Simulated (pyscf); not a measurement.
Routes from `[NH2][Si][F]` [singlet] + `[H][H]`

Candidate steps break at most two bonds and form at most two. Each was searched with GFN2-xTB (tblite) first. Single points on ωB97X-D3(BJ)/def2-SVP structures (PySCF, gas phase). Energies: ωB97M-D3(BJ)/def2-TZVP, eV, from the separated reactants, singlet surface; ΔG‡ with ideal gas, 1 atm, RRHO with modes under 100 cm⁻¹ raised to 100, one conformer, R ln 2 for chiral ones without a mode under 150 cm⁻¹.

```tsv
products	type	ΔE‡	ΔE	ΔG‡ 298 K	ΔG‡ 900 K	ν‡ (cm⁻¹)
F–SiH: [singlet] + NH₃	four-centre exchange	1.56	+1.28	1.96	2.74	1481i
H₂N–SiH₂–F	insertion	2.01	-1.49	2.39	3.15	1435i
H₂N–SiH: [singlet] + HF	four-centre exchange	2.03	+1.71	2.42	3.18	1071i
```

Row 1: On the product side the descent ends in an adduct with a N–Si contact, 1.16 eV under the separated species and 1.40 eV under the saddle at ωB97X-D3(BJ)/def2-TZVP. 

Plain bond fissions and candidates not yet searched are not listed, and one of them may be faster. Each barrier is that of the saddle found; lower ones may exist.
